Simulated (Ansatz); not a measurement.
System (SMILES): [NH2] (NH2), doublet.
Atoms: N1, H2, H3. Bonds: N1-H2, N1-H3.

Basis-set convergence of the harmonic zero-point energy at PBE with Ansatz (a first-principles code). Each level at its own minimum, finite differences of forces, unscaled; the reference is a large set that could be run, not a limit. Cartesian d functions, on some or all atoms, in 6-31G**; all else is spherical. The program fits the integrals of some runs and decomposes those of others, by size. Open shells are unrestricted. No added dispersion term, no relativity. Reference: the value in def2-QZVPPD, 11.60 kcal/mol. Deviations are taken from unrounded values.

```tsv
basis	functions	harmonic zero-point energy (kcal/mol)	minus reference (kcal/mol)
cc-pVDZ	24	11.42	-0.18
def2-SVP	24	11.50	-0.10
pcseg-1	24	11.48	-0.13
6-31G**	25	11.59	-0.01
def2-TZVPD	55	11.58	-0.03
pcseg-2	58	11.58	-0.03
def2-TZVPP	59	11.60	-0.01
def2-TZVPPD	71	11.62	0.01
aug-pcseg-2	92	11.60	-0.01
```
